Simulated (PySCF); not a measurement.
Compound: C4H3Cl.
Z-matrix (Å and degrees, GFN2-xTB geometry), rows numbered from 1:
```
C 
C   1  1.3088
C   2  1.4636  1  152.79
C   3  1.3263  2   62.28  1  -179.98
Cl  4  1.6749  2  148.40  3  -179.93
H   1  1.0755  2  121.40  3   179.97
H   1  1.0757  2  121.34  3     0.00
H   3  1.0631  2  148.68  4   179.91
```

Computed with PySCF, delta-SCF UKS SCAN, pcX-2 on the ionised atom, pcseg-1 elsewhere, spin-free X2C. These are vertical core ionisation energies against the vacuum level, from separate self-consistent calculations with and without the core hole.

Some binding energies are withheld.

```csv
atom(s),bonded to,level,binding energy (eV)
C1,C (double bond) and 2 H,C 1s,289.47
C2,C (double bond) and 2 C,C 1s,291.35
C3,"C (double bond), C and H",C 1s,291.23
C4,"Cl, C (double bond) and C",C 1s,?
Cl5,C,Cl 1s,?
Cl5,C,Cl 2p3/2,?
```

**Question.** Fill in Cl 2p3/2 for Cl5.

**Answer.** 207.14 eV (vinyl chlorine), with 2p1/2 at 208.79 eV.

**Question.** What is the Cl 1s binding energy of Cl5?

**Answer.** 2829.77 eV (vinyl chlorine).

**Question.** Fill in C 1s for C4.

**Answer.** 292.64 eV (vinylic C–Cl carbon). The nearest listed C 1s value is that of C2; the shift against it is +1.29 eV.

The listed C 1s values span 3.17 eV, from C1 (bonded to C (double bond) and 2 H) to C4 (bonded to Cl, C (double bond) and C). Summing the Pauling electronegativity differences to the bonded atoms, each weighted by its formal bond order, gives -0.70 for the lowest site and +0.61 for the highest; no listed site has a larger sum than the highest.

**Question.** Give the binding energy of C 1s of C2 in hartree and in kJ/mol.

**Answer.** 291.35 eV = 10.7069 Eh = 28111 kJ/mol.

The unrestricted hole states depart most from a pure doublet (⟨S²⟩ = 0.75; over 0.85 named) for C 1s of C3 (0.86) and C 1s of C4 (0.97), which makes these values less certain. The 2p values aren't plain energy differences: one relaxed spin-free 2p hole is combined with a matrix within the shell (ground-state 2p orbital-energy differences and spin–orbit coupling). 2p3/2, the mean of its two sublevels, lies a third of the splitting below the shell's mean and 2p1/2 two thirds above it; the statistical areas are 2:1. 2p1/2 minus 2p3/2 (ligand field included): Cl 1.65 eV. Geometry: GFN2-xTB; no solvent, vibrations or thermal averaging.

Hardware: one thread of an Intel Xeon Platinum 8375C at 2.90 GHz, no GPU, shared host with 96 logical CPUs at a one-minute load of 52. Cost: 37 s wall, 0.48 GiB resident at most.
